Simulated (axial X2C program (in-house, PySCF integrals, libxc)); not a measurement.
# PF⁺: EOM-IP-CCSD levels

Aim: EOM-IP-CCSD levels of PF⁺, with spin–orbit coupling in the Hamiltonian from the start.

The runs use an in-house X2C program for linear molecules on PySCF integrals; two-component X2C with atomic mean-field terms, P dyall-v3z, F dyall-av3z.

All values are calculated.

## Step 1: Input

File task.json:

```json
{"zs": [15, 9], "q": 1, "bas": ["dyall-v3z", "dyall-av3z"], "r0": 1.75, "eom": "ip", "rq": 0, "thr": -2.0, "nmax": 95, "grid": [1, 0.96, 1.045, 0.92, 1.09, 1.15]}
```

Keys: zs atomic numbers; q charge; bas basis sets; r0 starting distance in Å; eom kind of EOM run; thr threshold in hartree for freezing inner shells (an s shell follows its p shell); nmax most natural virtual spinors; grid distances as factors.

Launch:

```bash
$ python soeom.py task.json out
```

The runs that follow: EOM-IP-CCSD at 1.608 Å.

**Question.** What will these runs give? Wanted: next root led by one particle; T1 of the reference; lowest state, Re and ωe.

As calculated:

| quantity | value |
| --- | --- |
| lowest root at 1.608 Å | Ω = 1/2, 9.351 eV |
| next root led by one particle | Ω = 1/2, about 44600 cm⁻¹ higher |
| T1 of the reference | 0.015 |
| lowest state, Re and ωe | 1.515 Å, 1066 cm⁻¹ |

What this shows: Removing an electron from the reference determinant of PF costs 9.35 eV and empties a spinor of 82% P pπ, 10% F pπ. The closed-shell reference lies 1.00 eV above the lowest determinant found, so these energies count from an excited configuration. Errors of 0.1 to 0.3 eV are usual at this size, and roots led by higher excitations are left out, so the list is incomplete, and low states of that kind can be missing. T1 or the largest double amplitude of the reference is raised, which lowers the reliability. The bond is 0.094 Å shorter than in the closed-shell reference at CCSD (1.609 Å).
